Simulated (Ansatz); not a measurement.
Reaction (SMILES): Cl (HCl) → HCl+ (doublet, bonded as Cl) + e-
B3LYP-D3(BJ)/def2-TZVP geometries, fixed; electronic energies without zero-point terms.

Basis-set convergence of the adiabatic ionisation energy at r2SCAN with Ansatz (an electronic-structure program). Cartesian d functions, on some or all atoms, in 6-311G**; all else is spherical. The program fits the integrals of some runs and decomposes those of others, by size. Open shells are unrestricted. No added dispersion term, no relativity. Functions are those of the species that has most. Reference: the value in aug-cc-pV(5+d)Z, 12.679 eV, itself unsure by roughly 0.001 eV (its mean distance from pcseg-4, aug-pcseg-3, aug-cc-pV(Q+d)Z).

```tsv
basis	functions	adiabatic ionisation energy (eV)
3-21G	15	(withheld)
6-31G	15	(withheld)
pcseg-0	15	12.906
cc-pV(D+d)Z	28	12.684
6-311G**	33	(withheld)
cc-pV(T+d)Z	53	12.676
def2-TZVPP	56	(withheld)
def2-TZVPPD	68	12.689
def2-QZVPP	100	12.677
```

**Question.** Fill in the missing entries.

**Answer.** 
- 3-21G, adiabatic ionisation energy (eV): 12.914
- 6-31G, adiabatic ionisation energy (eV): 12.805
- 6-311G**, adiabatic ionisation energy (eV): 12.742
- def2-TZVPP, adiabatic ionisation energy (eV): 12.672
